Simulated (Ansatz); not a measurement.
Born–Oppenheimer molecular dynamics of BFH4S (7 atoms, charge 0, multiplicity 1). It starts from a rough guess of a transition structure, not a stationary point.

Theory: UKS CAM-B3LYP-D4/STO-3G in Ansatz.

```json
{
 "ensemble": "NVE (velocity Verlet)",
 "time step": "0.5 fs",
 "steps asked": "150",
 "starting velocities drawn for": "100 K",
 "seed": "45080"
}
```

First frame:

```xyz
7
Properties=species:S:1:pos:R:3
B -0.201 -0.446 0.672
S -0.566 1.262 -0.672
H -1.204 -0.992 0.886
H 0.608 -0.154 1.453
H 0.188 -0.255 -1.249
F 0.539 -1.220 -0.623
H 0.636 1.804 -0.467
```

**Question.** How far do the bonds stretch over the last three quarters of this one trajectory? (Pairs bonded in most of those frames.)

**Answer.** 
| bond | mean (Å) | spread (Å) | shortest | longest |
| --- | --- | --- | --- | --- |
| B1–S2 | 1.984 | 0.114 | 1.74 | 2.12 |
| B1–H3 | 1.175 | 0.018 | 1.14 | 1.21 |
| B1–H4 | 1.174 | 0.012 | 1.15 | 1.20 |
| B1–F6 | 1.502 | 0.121 | 1.29 | 1.70 |
| S2–H5 | 1.556 | 0.127 | 1.35 | 1.71 |
| S2–H7 | 1.354 | 0.022 | 1.32 | 1.39 |

Pairs bonded in part of these frames only: S2–H5 84 %, H5–F6 21 %.

Mean temperature of the second half: 924 K. The conserved energy stayed within 0.27 meV per atom of its start (net change -0.082 meV per atom), so the integration is sound. The kinetic energy rose, since the run started high on the potential surface and went downhill. A run of 0.075 ps of so small a system gives no equilibrium averages. The orbitals were unrestricted but ended closed-shell. Limits of this set-up: minimal basis.

The run took 6 min on 1 thread of Arm Neoverse N1, with other jobs on the host, peak memory 0.099 GiB.
